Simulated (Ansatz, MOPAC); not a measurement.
A ladder of methods for C2H3ClF2 (1-chloro-1,1-difluoroethane)

C2H3ClF2, singlet, SMILES `CC(F)(F)Cl`. Each level relaxes the structure for itself.

Quantity: the highest harmonic wavenumber at each level's own minimum, in cm⁻¹. The values are calculated.

| level | kind | program | value (cm⁻¹) |
| --- | --- | --- | --- |
| PM3 | semi-empirical | MOPAC | 3184 |
| PM6-ORG | semi-empirical | MOPAC | 2837 |
| PM7 | semi-empirical | MOPAC | 2771 |
| PM7-HH | semi-empirical | MOPAC | 2839 |
| HF/STO-3G | Hartree–Fock | Ansatz | 3777 |
| HF/3-21G | Hartree–Fock | Ansatz | 3345 |
| HF/6-31G* (Cartesian functions) | Hartree–Fock | Ansatz | 3341 |
| PBE/def2-SVP | GGA | Ansatz | 3123 |
| B3LYP/6-31G* (Cartesian functions) | global hybrid | Ansatz | 3183 |
| PBE0-D4/def2-TZVP | global hybrid | Ansatz | 3186 |

Harmonic and unscaled. The values span 2771 to 3777 cm⁻¹. Without the sets that lack polarisation functions the rows with a basis span only 3123 to 3341 cm⁻¹.
